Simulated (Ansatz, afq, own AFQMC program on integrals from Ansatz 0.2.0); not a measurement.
Integrals from Ansatz 0.2.0, then the random walk in our own AFQMC program (afq).

```yaml
crystal:
  periodic: [false, false, false]
  atoms:
    - {symbol: Si, position_ang: [0.000000, 0.000000, 0.000000]}
basis:
  gaussian: {orbitals: def2-TZVPP}
magnetization: {spin_polarized: true, initial_magnetization: 2}
correlation: {method: ccsd_t, electrons: outside_noble_gas, hamiltonian_folder: ham}
```

```sh
$ ansatz run in.yaml --threads 1 --pin off --events-out ev --progress --plain --max-ram 24576MiB --backend cuda --devices 0, --max-vram 18GiB
```

afq runs on the folder ham with

```
--method phaseless --trial hf --walkers 4000 --populations 20 --least-time 40 --time-step 0.005 --steps-per-block 20 --equilibration-blocks 112 --max-blocks 4000 --target-error 0.00036 --factor-cut 1e-05 --start spin_pure --seed 3531 --taylor-order 6
```

Times are imaginary, in 1/Eh. The walk had a cap of 49 s. With eight or more populations the least sampling time is a fifth of least-time, and the error comes from their spread.

Output of the walk:

```
orbitals 37  electrons 3 1  factors 239 of 245
reference energy -288.85084001 Eh
CCSD correlation -0.07437310 Eh in 9 cycles, weight of the determinant in the CISD state 0.9316
energy of the start -288.850977 Eh
 block  time / (1/Eh)  mean weight  energy / Eh
     1     0.100  1.0001  -288.860441
     2     0.200  1.0003  -288.868498
     3     0.300  1.0003  -288.874973
     4     0.400  1.0003  -288.880453
     5     0.500  1.0003  -288.885195
    10     1.000  1.0001  -288.903321
    55     5.500  1.0001  -288.927495
   100    10.000  1.0002  -288.925238
   145    14.500  1.0000  -288.927267
   172    17.200  1.0003  -288.928893
   190    19.000  0.9998  -288.924365
   235    23.500  1.0002  -288.923247
   262    26.200  1.0002  -288.922182
   280    28.000  1.0003  -288.924155
   325    32.500  0.9997  -288.924665
   370    37.000  1.0000  -288.924521
error from the spread of 20 populations
energy -288.924507 +/- 0.000359 Eh
(rows thinned)
```

The run passed its tests (sampling time, drift between the halves within three errors, error under three times the target), which doesn't prove that it has relaxed. The second half of the sampling lies above the first by 1.7 errors of their difference, so the energy may still be moving and its error bar be too small.

Against this walk (error 9.8 meV) on the same determinant: CCSD(T) 86.9 meV lower, CCSDT(Q) 109.4 meV lower, full CI 109.8 meV lower, a separate phaseless walk with a CISD trial and standard settings 103.2 ± 9.9 meV lower. The error is statistical and leaves out the bias of the constraint. Full CI is exact here, so the walk's 110 meV above it is the walk's own error: the bias of the constraint with this trial, or a walk that hasn't relaxed.

Cautions: constraint bias not in the error.

The walk took 25 s on 1 × NVIDIA H100 80GB HBM3 with 2 threads of AMD EPYC 7R13 Processor (Zen 3) (shared host) (the card was shared). The log's last line is the phaseless energy.

CCSDT and higher add their correlation energy to the determinant of the CCSD(T) run, since their own runs factorise the integrals more tightly (a shift of under 2 meV). A walk keeps the symmetry of its determinant, which the program's search chose and which needn't be the lowest solution, so a lower state of the same spin and another symmetry isn't excluded.
